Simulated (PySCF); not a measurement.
# Ionising Cl₂

PBE0; basis Cl 6-31G(d,p); no relativity; PySCF 2.14. Neutral (UKS): singlet (closed shell), Re = 2.011 Å, ωe = 551 cm⁻¹, De = 2.21 eV, HOMO -8.80 eV, LUMO -3.41 eV.

Cl₂⁺ (UKS): doublet (π ↑), Re = 1.910 Å, ωe = 651 cm⁻¹, De = 3.63 eV to Cl⁺ + Cl. The energies at the minima are -920.01113 hartree for Cl2 and -919.58769 for Cl₂⁺.

(1) Work out the adiabatic ionisation energy, without and with harmonic zero-point energies (1 hartree = 27.2114 eV, 1 eV = 8065.5 cm⁻¹), and the change of the bond length.

States were picked by a PBE0 search and need not be the measured ground states.

Results:

(1) At PBE0: 0.42344 hartree = 11.522 eV between the minima; the zero-point term (651.0 − 551.0)/2 cm⁻¹ = +0.006 eV makes it 11.529 eV. Re changes by -10.1 pm against the neutral. Minus the HOMO energy is 8.80 eV, -2.72 eV from the value between the minima; self-interaction puts the Kohn–Sham level too high, less so with exact exchange. The electron leaves a π orbital, and the shorter bond of the ion fits an antibonding orbital, or a change in how ionic the bond is.
